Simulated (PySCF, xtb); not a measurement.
chloromethane (CH₃Cl), SMILES CCl.

GFN2-xTB run with xtb at its own geometry gives an orbital gap of 7.02 eV and a dipole moment of 2.04 D.

Geometry: B3LYP-D3(BJ)/def2-TZVP.

### Question
What does PBE/def2-TZVPD (PySCF) give? (The exact figures need the calculation; the answer reports its results.)

### Answer
gap 6.30 eV (levels -7.09 and -0.79 eV), dipole 1.90 D.
